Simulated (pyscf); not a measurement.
## Routes from `[CH3][GaH2]` + `[OH][SiH3]`

Candidate steps break at most two bonds and form at most two. Each was searched with GFN2-xTB (tblite) first. Structures and frequencies: ωB97X-D3(BJ)/def2-SVP in PySCF. Energies: ωB97M-D3(BJ)/def2-TZVP, kcal/mol, from the separated reactants, singlet surface; ΔG‡ with ideal gas, 1 atm, RRHO with modes under 100 cm⁻¹ raised to 100, one conformer, R ln 2 for chiral ones without a mode under 150 cm⁻¹.

| products | type | ΔE‡ | ΔE | ΔG‡ 298 K | ΔG‡ 900 K | ν‡ (cm⁻¹) |
|---|---|---|---|---|---|---|
| H₃C–GaH–O–SiH₃ + H₂ | four-centre exchange | 7.3 | -16.6 | 17.9 | 41.3 | 1331i |
| CH₄ + H₃Si–O–GaH₂ | four-centre exchange | 9.4 | -24.6 | 19.9 | 43.5 | 1428i |

Row 1: On the reactant side the descent ends in an adduct with a Ga–O contact, 15.0 kcal/mol under the separated species and 19.8 kcal/mol under the saddle at ωB97X-D3(BJ)/def2-TZVP. Row 2: On the reactant side the descent ends in an adduct with a Ga–O contact, 14.7 kcal/mol under the separated species and 22.2 kcal/mol under the saddle at ωB97X-D3(BJ)/def2-TZVP. 

Plain bond fissions and candidates not yet searched are not listed, and one of them may be faster. Each barrier is that of the saddle found; lower ones may exist. Elements up to Kr have no core potential and no relativistic terms here.
